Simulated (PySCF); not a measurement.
An unknown is described by computed data only.

Elements present: C, F, H and N. Monoisotopic mass: 84.0255 u (electron mass counted); charge -1.

- Couplings: largest of the computed one-bond spin–spin couplings (means over like bonds): 19F–13C -264.9, 13C–1H +175.3, 13C–1H +166.5, 13C–1H +161.2, 13C–13C +90.7, 13C–13C +67.8, 13C–13C +65.5, 15N–13C -8.7 Hz [B3LYP/pcJ-1]
- 1H NMR: chemical shifts (computed TMS as zero) by class: 5.72 (1 H), 5.34 (1 H), 4.69 (1 H) ppm [GIAO PBE0/pcSseg-1]
- NMR, other nuclei: isotropic shieldings of nuclei other than C and H, by class: 3 (1 N), 325 (1 F) ppm [GIAO PBE0/pcSseg-1]
- Rotational structure: rotational constants A, B, C: 9.288, 3.630, 2.610 GHz [PBE0-D3(BJ)/def2-SVP]
- 13C NMR: chemical shifts (computed TMS as zero) by class: 162.9 (1 C), 115.6 (1 C), 101.0 (1 C), 77.8 (1 C) ppm [GIAO PBE0/pcSseg-1]

The electronic properties come from PySCF, for the isolated species, density fitting. Levels stand in brackets. Geometry: PBE0-D3(BJ)/def2-SVP; no solvent, vibrations or thermal averaging. The geometry's basis has no diffuse functions, a weakness for an anion. The HOMO energy is positive, so at this level the finite basis confines the outermost electrons. No diffuse functions stand in pcJ-1 and pcSseg-1, which bears on an anion's orbital energies. Each NMR value is the plain mean over a class of atoms that symmetry, rotation or inversion makes alike.

Task: Which formula fits the mass and the elements?

Result: C4H3FN (calculated 84.0255). No other formula that holds each of these elements comes within 0.0003 u with a fitting electron parity and a possible valence count.

Task: Propose a structure and show how it fits.

Result: Numbering: `[F:1][c:2]1[cH:3][cH:4][cH:5][n-:6]1`. 4 carbons fall into 4 classes; from least to most shielded: aromatic C–F carbon [C2] (162.9 ppm), aromatic CH next to a ring nitrogen [C5] (115.6 ppm), aromatic CH carbon [C4] (101.0 ppm), aromatic CH carbon [C3] (77.8 ppm). Hydrogen classes from least to most shielded: 1 H on an aromatic CH next to a ring nitrogen, C5 (5.72 ppm), 1 H on an aromatic CH carbon, C4 (5.34 ppm), 1 H on an aromatic CH carbon, C3 (4.69 ppm). The other shieldings belong to: 3 ppm, two-coordinate ring nitrogen [N6]; 325 ppm, aryl fluorine [F1]. The couplings run between: -264.9 Hz, aryl fluorine [F1] and aromatic C–F carbon [C2]; +175.3 Hz, aromatic CH next to a ring nitrogen [C5] and its hydrogen; +166.5 Hz, aromatic CH carbon [C3] and its hydrogen; +161.2 Hz, aromatic CH carbon [C4] and its hydrogen; +90.7 Hz, aromatic C–F carbon [C2] and aromatic CH carbon [C3]; +67.8 Hz, aromatic CH carbon [C3] and aromatic CH carbon [C4]; +65.5 Hz, aromatic CH carbon [C4] and aromatic CH next to a ring nitrogen [C5]; -8.7 Hz, two-coordinate ring nitrogen [N6] and aromatic C–F carbon [C2]. The optimised geometry has point group Cs and is an asymmetric top. Structure: `Fc1ccc[n-]1`. The assignments are read from this structure; whether some other isomer fits the data as well wasn't checked.
